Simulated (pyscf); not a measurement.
•H₂C–CH₃ → •H₂C–CH₃ (hydrogen shift; doublet surface; C–H broken, C–H formed). Optimised with ωB97X-D3(BJ)/def2-SVP in PySCF. Correlated levels are frozen-core, on RHF or UHF. ΔMP2 is the change of the MP2 total energy from the triple- to the quadruple-zeta basis. Energies in eV from the reactant's lowest minimum found.

```tsv
level	barrier	reaction energy
PBE/def2-TZVP	1.64	0.00
M06-2X/def2-TZVP	1.84	0.00
HF/def2-TZVP	2.32	0.00
MP2/def2-QZVPP	1.84	0.00
CCSD/def2-TZVPP	1.93	0.00
CCSD(T)/def2-TZVPP	1.86	0.00
CCSD(T)/def2-TZVPP + ΔMP2(QZVPP)	1.84	0.00
```

One saddle was located; it need not be the lowest between these sides. The CCSD(T) − MP2 part came from Ansatz, without density fitting, on the same reference.
